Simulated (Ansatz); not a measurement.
Consider a ladder of basis sets of CHN, SMILES C#N (the Python package of Ansatz (0.2.0)).

Input file `chn.xyz`:
```text
3

C    -0.00568   -0.02502   -0.00572
N     0.25004    1.05289    0.25316
H    -0.24436   -1.02787   -0.24745
```

Script `basis_chn.py`:
```python
import argparse

import ansatz as az

parser = argparse.ArgumentParser(description="How the energy of CHN converges with the basis.")
parser.add_argument("--method", default="ccsd_t", help="wavefunction method")
args = parser.parse_args()


def main() -> None:
    system = az.Crystal.molecule_from_extxyz("chn.xyz")

    job = system.calculation().correlation(args.method)

    energies = {}
    for basis in ["cc-pVDZ", "cc-pVTZ", "cc-pVQZ"]:
        rep = job.basis(gaussian=basis).run(threads=1).report
        size = rep["n_frozen"] + rep["n_occupied"][0] + rep["n_virtual"][0]
        energies[basis] = (rep["reference_energy_ev"] / 27.211386246, rep["free_energy_ev"] / 27.211386246)
        print(f"{basis:14s} {size:4d} orbitals  reference {energies[basis][0]:14.6f} Ha  total {energies[basis][1]:14.6f} Ha")

    small, large = (energies[b][1] - energies[b][0] for b in ("cc-pVTZ", "cc-pVQZ"))
    limit = (4 ** 3 * large - 3 ** 3 * small) / (4 ** 3 - 3 ** 3)
    print(f"correlation energy: {small:.6f} and {large:.6f} Ha, extrapolated {limit:.6f} Ha")
    print(f"share caught by the larger set: {100 * large / limit:.1f} %")


if __name__ == "__main__":
    main()
```

How far does the total energy move along this ladder of basis sets?

Against cc-pVDZ: cc-pVTZ -88.1 mHa and cc-pVQZ -114.5 mHa. The last step alone is -26.41 mHa.

What the script printed:

Running `python basis_chn.py` prints:
```text
cc-pVDZ          33 orbitals  reference     -92.884133 Ha  total     -93.185967 Ha
cc-pVTZ          74 orbitals  reference     -92.909771 Ha  total     -93.274066 Ha
cc-pVQZ         140 orbitals  reference     -92.916181 Ha  total     -93.300480 Ha
correlation energy: -0.364295 and -0.384300 Ha, extrapolated -0.398898 Ha
share caught by the larger set: 96.3 %
```

The drop along the ladder measures the basis error, and is no property of the molecule. The geometry is a force-field or estimated start, not a minimum of this method, and the last set is no limit. Much of the fall in a total is atomic energy, which cancels in bond and reaction energies. Inner cores stay frozen, so this is valence correlation. An extrapolation from small basis sets is rough. Timing: 4.2 s on 1 thread of AMD EPYC 9R45 96-Core Processor (Zen 5) (shared host), peak memory 0.67 GiB.
